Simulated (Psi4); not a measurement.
# CClF2 (SMILES F[C](F)Cl) at UCCSD(T)/6-31G (sweep point 3)

Aim: the vertical doublet–quartet gap of CClF2 at UCCSD(T)/6-31G (sweep point 3), from 2 runs. The job is set up through a Python script.

The calculation is run with Psi4 1.11.

### Step 1. The molecule

CClF2 has 4 atoms, charge 0, and is taken as a doublet. As SMILES, `F[C](F)Cl`. Geometry: relaxed at PBE0-D4/def2-TZVP.

Bond lengths: F1–C2 1.315 Å, C2–F3 1.315 Å, C2–Cl4 1.719 Å. Angles: F1–C2–F3 110.6°, F1–C2–Cl4 114.1°, F3–C2–Cl4 114.1°.

### Step 2. The energy at UCCSD(T)/6-31G (sweep point 3)

job.py

```python
import psi4

psi4.set_memory(1600000000)
psi4.set_num_threads(1)
psi4.core.set_output_file('output.dat', False)

mol = psi4.geometry("""
0 2
F      0.026200     0.169300     1.294600
C     -0.230600    -0.190200     0.056400
F      0.573000    -1.160700    -0.318600
Cl    -0.313000     1.121200    -1.052700
symmetry c1
""")

psi4.set_options({
    'reference': 'uhf',
    'puream': True,
    'scf_type': 'pk',
    'num_frozen_docc': 8,
    'maxiter': 150,
})

E, wfn = psi4.energy('ccsd(t)/6-31G', molecule=mol, return_wfn=True)
print(f'ccsd(t)/6-31G energy: {E:.10f} Eh')
for k, v in sorted(psi4.core.scalar_variables().items()):
    print(f'{k:45s} {v:18.10f}')
```

Started as:

```
$ python job.py
```

output.dat:

```text
[...]
  Running in c1 symmetry.
[...]
  Nuclear repulsion =  158.060087509734217
[...]
  Multiplicity = 2
[...]
  Nalpha       = 21
  Nbeta        = 20
[...]
    Number of basis functions: 40
[...]
   @UHF iter   1:  -695.95138440712230   -2.10635e-01   1.01892e-02 ADIIS/DIIS
[...]
   @UHF iter  15:  -696.05019832794119   -1.13687e-12   6.11998e-09 DIIS
[...]
   @S^2 Observed:                7.565499495E-01
[...]
    Orbital Energies [Eh]
    ---------------------
    Alpha Occupied:
       1A   -104.871316     2A    -26.375664     3A    -26.375644
       4A    -11.518425     5A    -10.615716     6A     -8.084835
       7A     -8.079597     8A     -8.078932     9A     -1.756062
      10A     -1.679649    11A     -1.214954    12A     -0.959946
      13A     -0.830686    14A     -0.823430    15A     -0.800894
      16A     -0.729827    17A     -0.684721    18A     -0.644212
      19A     -0.545522    20A     -0.515927    21A     -0.444090
    Alpha Virtual:
      22A      0.176008    23A      0.315866    24A      0.344073
      25A      0.532748    26A      0.590963    27A      0.611833
[...]
  @UHF Final Energy:  -696.05019832794119
   => Energetics <=
    Nuclear Repulsion Energy =            158.0600875097342168
    One-Electron Energy =               -1277.7485991669866507
    Two-Electron Energy =                 423.6383133293114156
    Total Energy =                       -696.0501983279411888
  UHF NO Occupations:
  HONO-2 :   19  A 1.9991432
  HONO-1 :   20  A 1.9988005
[...]
 Multipole Moments:
 ------------------------------------------------------------------------------------
     Multipole            Electronic (a.u.)      Nuclear  (a.u.)        Total (a.u.)
 ------------------------------------------------------------------------------------
 L = 1.  Multiply by 2.5417464519 to convert [e a0] to [Debye]
 Dipole X            :          0.0753817           -0.3555241           -0.2801424
 Dipole Y            :         -0.4432351            0.5054493            0.0622142
 Dipole Z            :          0.3909319           -0.5372316           -0.1462998
 Magnitude           :                                                    0.3221087
[...]
      * MP2 total energy                      = -696.404409082896677
[...]
      * CCSD total energy                     = -696.414936938706205
[...]
      * CCSD(T) total energy                     = -696.422531068714648
```

Wall time 9.3 s (1 thread of Intel Xeon at 2.70GHz, shared host); peak memory 0.2 GiB.

### Step 3. The quartet at the same level

job.py

```python
import psi4

psi4.set_memory('1600 MB')
psi4.set_num_threads(1)
psi4.set_output_file('cclf2.out', False)

mol = psi4.geometry("""
0 4
F      0.026200     0.169300     1.294600
C     -0.230600    -0.190200     0.056400
F      0.573000    -1.160700    -0.318600
Cl    -0.313000     1.121200    -1.052700
units angstrom
symmetry c1
""")

psi4.set_options({
    'basis': '6-31G',
    'reference': 'uhf',
    'puream': True,
    'scf_type': 'pk',
    'num_frozen_docc': 8,
    'maxiter': 150,
})

e_tot = psi4.energy('ccsd(t)')
print(f'total energy {e_tot:.8f} hartree = {e_tot * 27.211386:.5f} eV')
```

Started as:

```
$ python job.py
```

cclf2.out:

```text
[...]
  Running in c1 symmetry.
[...]
  Nuclear repulsion =  158.060087509734217
[...]
  Multiplicity = 4
[...]
  Nalpha       = 22
  Nbeta        = 19
[...]
    Number of basis functions: 40
[...]
   @UHF iter   1:  -695.68839343802654    5.23561e-02   8.22971e-03 ADIIS/DIIS
[...]
   @UHF iter  14:  -695.76273664351561   -2.84217e-12   9.55926e-09 DIIS
[...]
   @S^2 Observed:                3.759603389E+00
[...]
    Orbital Energies [Eh]
    ---------------------
    Alpha Occupied:
       1A   -104.944744     2A    -26.323320     3A    -26.323304
       4A    -11.372848     5A    -10.689555     6A     -8.172128
       7A     -8.155165     8A     -8.147118     9A     -1.706575
      10A     -1.631423    11A     -1.298919    12A     -0.955512
      13A     -0.809051    14A     -0.784446    15A     -0.784373
      16A     -0.694956    17A     -0.659855    18A     -0.649764
      19A     -0.630943    20A     -0.600591    21A     -0.435039
      22A     -0.216270
    Alpha Virtual:
      23A      0.335486    24A      0.380505    25A      0.487263
[...]
  @UHF Final Energy:  -695.76273664351561
   => Energetics <=
    Nuclear Repulsion Energy =            158.0600875097342168
    One-Electron Energy =               -1277.8914384179734043
    Two-Electron Energy =                 424.0686142647235783
    Total Energy =                       -695.7627366435154954
  UHF NO Occupations:
  HONO-2 :   20  A 1.0000000
  HONO-1 :   21  A 1.0000000
[...]
 Multipole Moments:
 ------------------------------------------------------------------------------------
     Multipole            Electronic (a.u.)      Nuclear  (a.u.)        Total (a.u.)
 ------------------------------------------------------------------------------------
 L = 1.  Multiply by 2.5417464519 to convert [e a0] to [Debye]
 Dipole X            :         -0.0935367           -0.3555241           -0.4490608
 Dipole Y            :          0.0442683            0.5054493            0.5497177
 Dipole Z            :         -0.0682484           -0.5372316           -0.6054801
 Magnitude           :                                                    0.9329798
[...]
      * MP2 total energy                      = -696.089365091953937
[...]
      * CCSD total energy                     = -696.101660182041996
[...]
      * CCSD(T) total energy                     = -696.107870403950187
```

Standard output:

```text
total energy -696.10787040 hartree = -18942.05996 eV
```

It took 9.9 s on 1 thread of Intel Xeon at 2.70GHz, shared host; peak memory 0.2 GiB.

### Step 4. Outcome

At UCCSD(T)/6-31G (sweep point 3), 8 core orbitals frozen:

| quantity | value |
| --- | --- |
| doublet: total energy | -696.42253 Eh |
| doublet: HOMO energy (Hartree–Fock orbitals) (highest over α and β) | -12.08 eV |
| doublet: LUMO energy (Hartree–Fock orbitals) (lowest over α and β) | 2.35 eV |
| doublet: correlation energy (8 core orbitals frozen) | -372.3 mEh |
| doublet: (T) correction | -7.59 mEh |
| doublet: ⟨S²⟩ of the reference determinant | 0.757 |
| doublet: T1 diagnostic | 0.020 |
| quartet: total energy | -696.10787 Eh |
| quartet: HOMO energy (Hartree–Fock orbitals) (highest over α and β) | -5.89 eV |
| quartet: LUMO energy (Hartree–Fock orbitals) (lowest over α and β) | -2.86 eV |
| quartet: correlation energy (8 core orbitals frozen) | -345.1 mEh |
| quartet: (T) correction | -6.21 mEh |
| quartet: ⟨S²⟩ of the reference determinant | 3.760 |
| quartet: T1 diagnostic | 0.023 |
| vertical energy of the quartet above the doublet | 8.562 eV |

**Reading.** At this shape the quartet lies 8.56 eV (826 kJ/mol) above the doublet. The triples (doublet) make up 2.0 % of the correlation energy. The triples (quartet) make up 1.8 % of the correlation energy.
